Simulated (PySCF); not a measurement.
**Gas-phase XPS of octatetraene, computed**

Species: octatetraene, C8H10.
Z-matrix (Å and degrees, PBE0-D3(BJ)/def2-SVP geometry), rows numbered from 1:
```
C 
C   1  1.3433
C   2  1.4447  1  124.43
C   3  1.3546  2  124.21  1   180.00
C   4  1.4379  3  124.35  2  -180.00
C   5  1.3546  4  124.34  3   179.99
C   6  1.4447  5  124.23  4  -179.99
C   7  1.3433  6  124.41  5   179.98
H   1  1.0945  2  121.16  3    -0.01
H   1  1.0923  2  121.61  3   179.98
H   2  1.0969  1  119.16  3  -179.99
H   3  1.0972  2  117.00  1     0.00
H   4  1.0972  3  118.66  2     0.01
H   5  1.0972  4  117.00  3    -0.00
H   6  1.0972  5  118.77  4     0.01
H   7  1.0969  6  116.42  5    -0.01
H   8  1.0945  7  121.15  6     0.01
H   8  1.0923  7  121.61  6  -179.98
```

Level of theory: PySCF, delta-SCF UKS SCAN, pcX-2 on the ionised atom, pcseg-1 elsewhere, spin-free X2C. Vertical ΔSCF values, vacuum level as zero.

Q: Give the core binding energies atom by atom.

A: 
```tsv
atom(s)	environment	level	binding energy (eV)	above the level's lowest (eV)	count
C1/C8	terminal =CH2 carbon	C 1s	289.33	0.00	2
C3/C6	alkene CH carbon	C 1s	289.83	+0.50	2
```

Lowest listed C 1s: C1/C8, bonded to C (double bond) and 2 H. Highest, 0.50 eV above it: C3/C6, bonded to C (double bond), C and H.

Q: Express the binding energy of C 1s of C1/C8 in atomic units and per mole.

A: 289.33 eV = 10.6327 Eh = 27916 kJ/mol.

Q: Which photon wavelength matches the C 1s of C1/C8 threshold?

A: λ = hc/E = 12398.42 eV Å / 289.33 eV = 42.852 Å.

The first atom of each set that the bonding makes equivalent was ionised and stands for the set. The list is incomplete; no value stands for C 1s of C2, C4, C5, C7 (hole states with ⟨S²⟩ of 1 or more are left out). The unrestricted hole states depart most from a pure doublet (⟨S²⟩ = 0.75; over 0.85 named) for C 1s of C1/C8 (0.86) and C 1s of C3/C6 (0.95), which makes these values less certain. One conformer (not necessarily the lowest) at the PBE0-D3(BJ)/def2-SVP geometry, without solvent, vibrations or thermal averaging.

On an Intel Xeon 6975P-C with one thread, shared host with 192 logical CPUs at a one-minute load of 52, this took 38 s wall and 0.78 GiB of memory at its peak.
